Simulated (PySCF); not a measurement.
Dipole moment and polarisability of `C=C=CCCl`

C4H5Cl.
Cartesian coordinates in Å at the PBE0-D3(BJ)/def2-SVP level; atoms count from 1:
```
atom  x, y, z in Å
C1     2.1325    0.2378    0.1616
C2     0.9200   -0.1669   -0.1093
C3    -0.3006   -0.5673   -0.3712
C4    -1.5163    0.0661    0.2180
Cl5   -2.6106    0.6975   -1.0609
H6     2.6262    0.9955   -0.4564
H7     2.6928   -0.1695    1.0100
H8    -0.4574   -1.4143   -1.0507
H9    -2.1082   -0.6622    0.7907
H10   -1.2538    0.9066    0.8727
```

Level: PBE0/def2-SVPD (PySCF), static field, nuclei fixed, core orbitals frozen in the response. The polarisability tensor in these axes (au):

```
x   99.71  3.30 11.86
y    3.30 51.77 -0.35
z   11.86 -0.35 53.37
```

**Question.** Give the principal values, the mean and the anisotropy Δα = √{½[(α1 − α2)² + (α2 − α3)² + (α1 − α3)²]}.

**Answer.** Principal values 49.81, 52.28 and 102.76 au; mean 68.28 au = 10.12 Å³ = 11.26 × 10⁻⁴⁰ C²·m²/J; Δα = 51.76 au (76 % of the mean).

**Question.** What is the dipole moment, and where does it point?

**Answer.** (1.55, -0.66, 1.39) D, 2.18 D in size, pointing from the negative to the positive side. Measured along this direction, the outermost atoms are Cl5 at the negative end and H7 at the positive end.

**Question.** What would n − 1 = 2πNα be for an ideal gas of these molecules at 500 K and 1 atm, electronic part alone?

**Answer.** N = p/kT = 1.4678 × 10¹⁹ cm⁻³, so n − 1 = 2π × N × 10.12 × 10⁻²⁴ cm³ = 933 × 10⁻⁶ at long wavelengths, for an ideal gas.

**Question.** What molar refraction does this α imply?

**Answer.** Lorentz–Lorenz: R = (4π/3)N_A α = 2.5225 cm³/(mol·Å³) × 10.12 Å³ = 25.5 cm³/mol, in the limit of long wavelengths.

**Question.** Form Σ f/ω² (atomic units) for the 10 lowest TDDFT singlets, given as eV and f, and set it beside the mean polarisability, which is this sum over all singlets: 5.72, 0.0092; 5.98, 0.0001; 6.64, 0.0674; 6.81, 0.1105; 6.94, 0.0090; 7.22, 0.0782; 7.35, 0.1332; 7.48, 0.1964; 7.57, 0.1037; 7.75, 0.0867.

**Answer.** They add up to 11.19 au, 16.4 % of the 68.28 au; the largest single term is 2.60 au, from the state at 7.48 eV. Terms in order: 0.21, 0.00, 1.13, 1.77, 0.14, 1.11, 1.82, 2.60, 1.34, 1.07 au. Higher excitations give the rest. The strengths listed sum to 0.794.

**Question.** Give the principal axes and the span of the nuclei along them.

**Answer.** Largest value along (0.97, 0.06, 0.23), where the nuclei span 5.58 Å; middle along (0.07, 0.84, -0.53), 2.41 Å; least along (-0.23, 0.53, 0.82), 2.98 Å. The strongest response lies along the longest span, while the other two are in reverse order.

One conformer (not necessarily the lowest) at the PBE0-D3(BJ)/def2-SVP geometry, without solvent, vibrations or thermal averaging.
